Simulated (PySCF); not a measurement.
## Frontier levels across methods

Species: C2H3B.
Structure used (PBE0-D3(BJ)/def2-SVP), in Å, numbered top down from 1:
```
atom  x, y, z in Å
B1    -1.1337    0.0640    0.0377
C2     0.3681   -0.0208    0.1491
C3     1.5840   -0.0877    0.2389
H4    -1.8303   -0.6101    0.7566
H5    -1.6373    0.8054   -0.7706
H6     2.6554   -0.1469    0.3181
```

The species is `BC#C` (C2H3B).

Basis pcSseg-2 throughout (PySCF), one geometry. Isolated species at its PBE0-D3(BJ)/def2-SVP geometry, gas phase.

Q: How do the orbital energies, the gap and the dipole change with the method?

A: 
```csv
method,kind,HOMO (eV),LUMO (eV),gap (eV),μ (D),SCF cycles
B97-2,global hybrid,-7.81,-2.43,5.39,0.98,13
PBE0,global hybrid,-8.07,-2.45,5.63,0.99,14
mPW1PW91,global hybrid,-8.09,-2.44,5.65,0.99,14
BHandHLYP,global hybrid,-9.14,-1.38,7.76,0.92,13
CAM-B3LYP,range-separated hybrid,-9.42,-1.34,8.08,0.94,12
wB97X-D,range-separated hybrid,-9.92,-0.57,9.35,0.92,13
LC-wPBE,range-separated hybrid,-10.82,-0.19,10.64,0.87,13
```

The HOMO spans 3.01 eV, from B97-2 down to LC-wPBE, and the gap runs from 5.39 eV (B97-2) to 10.64 eV (LC-wPBE). Over the methods B97-2 (21 %), PBE0 (25 %), mPW1PW91 (25 %), BHandHLYP (50 %), a straight line through the gap against the share of exact exchange rises by 0.83 eV for each 10 % (correlation coefficient 0.999). The dipole ranges from 0.87 D (LC-wPBE) to 0.99 D (PBE0). This basis has no diffuse functions.
